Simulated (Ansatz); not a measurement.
`C=CCCF` at its PBE0-D4/def2-TZVP geometry, where that method's forces vanish. Charge 0, multiplicity 1.

```xyz
12

C    -1.8284   -0.5606    0.6029
C    -0.6997   -0.6573   -0.0847
C     0.6174   -0.1185    0.3660
C     1.2168    0.8713   -0.6085
F     1.4893    0.2470   -1.8151
H    -2.7594   -0.9667    0.2250
H    -1.8623   -0.0744    1.5735
H    -0.7037   -1.1516   -1.0532
H     1.3344   -0.9377    0.4968
H     0.5112    0.3772    1.3365
H     2.1586    1.2764   -0.2268
H     0.5259    1.6949   -0.8123
```

**Question.** What forces (eV/Å) does ωB97M-V/def2-TZVPP give on these atoms in Ansatz 0.2.0? (Best estimate.)

**Answer.** Ansatz gave: 
```
C1  -0.032  0.001  0.016
C2  -0.201 -0.091 -0.122
C3   0.186 -0.042  0.202
C4   0.010  0.301  0.196
F5   0.033 -0.138 -0.211
H6   0.081  0.030  0.023
H7   0.019 -0.033 -0.074
H8  -0.007  0.037  0.072
H9  -0.063  0.070 -0.012
H10  0.005 -0.033 -0.069
H11 -0.091 -0.032 -0.039
H12  0.059 -0.070  0.017
```
